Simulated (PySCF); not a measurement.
Isomers of C2H3N. Gas-phase values, no solvent. Strings in code marks are SMILES.

Computed with PBE-D3(BJ)/def2-TZVP // PBE0-D3(BJ)/def2-TZVP run with PySCF. 

```tsv
species	dipole moment (D)	HOMO–LUMO gap (eV)	LUMO (eV)
`C(=N)=C`	1.43	4.54	-1.20
`N#CC`	3.94	[?]	-0.19
`NC#C`	1.93	[?]	-0.03
`C[N+]#[C-]`	3.97	6.66	[?]
```

### Question
Fill in the missing entries.

### Answer

- `N#CC`, HOMO–LUMO gap (eV): 7.92
- `NC#C`, HOMO–LUMO gap (eV): 5.24
- `C[N+]#[C-]`, LUMO (eV): -0.39
